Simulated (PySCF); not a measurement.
# Magnetic susceptibility: `C/C=C(/F)CO`, C4H7FO

Geometry (Å), atoms numbered from 1 in this order:
```xyz
13

C    -1.718   -0.579   -0.512
C    -1.032    0.541    0.193
C     0.277    0.695    0.329
F     0.726    1.788    0.999
C     1.387   -0.163   -0.213
O     1.781    0.205   -1.517
H    -2.353   -0.183   -1.304
H    -2.363   -1.110    0.189
H    -1.017   -1.287   -0.945
H    -1.679    1.284    0.638
H     2.275   -0.027    0.408
H     1.089   -1.220   -0.180
H     1.014    0.178   -2.100
```

Computed, not measured: PySCF, GIAO KT3/pcSseg-1 magnetisability, rotational g tensor and spin-rotation constants, non-relativistic, gas phase. Geometry: GFN2-xTB, dihedral held. The dihedral F4–C3–C5–O6 is held at 270°.

(1) What are the magnetisability and the molar susceptibility?

(2) Split it along the inertial axes a, b, c into diamagnetic and paramagnetic parts about the centre of mass, with the quadrupole moment.

(3) And the rotational g tensor?

Results:

(1) Isotropic -857 × 10⁻³⁰ J/T², or -51.6 × 10⁻⁶ cm³/mol; principal values -962, -853, -754 × 10⁻³⁰ J/T², anisotropy 181 × 10⁻³⁰ J/T² (root of half the summed squared differences of the principal values). The susceptibility is in cgs units.

(2) 
```tsv
axis	χ (10⁻⁶ cm³/mol)	diamagnetic (10⁻⁶ cm³/mol)	paramagnetic (10⁻⁶ cm³/mol)	summed x² of all electrons (Å²)	quadrupole Θ (D Å)
a	-49.6	-352.0	302.4	97.6	-1.17
b	-50.7	-486.4	435.7	65.9	-1.08
c	-54.5	-693.4	638.9	17.1	+2.24
```
Anisotropies 2χaa − χbb − χcc = +6.0 and 2χbb − χaa − χcc = +2.7 × 10⁻⁶ cm³/mol. Θ is traceless in Buckingham's convention.

(3) 
| axis | rotational constant (GHz) | g | nuclear part | electronic part |
| --- | --- | --- | --- | --- |
| a | 4.1135 | -0.0262 | 0.5582 | -0.5845 |
| b | 2.9862 | -0.0176 | 0.5937 | -0.6113 |
| c | 1.9135 | -0.0096 | 0.5647 | -0.5743 |

Asymmetric top; isotopes 12C, 19F, 1H, 16O; no vibrational averaging.
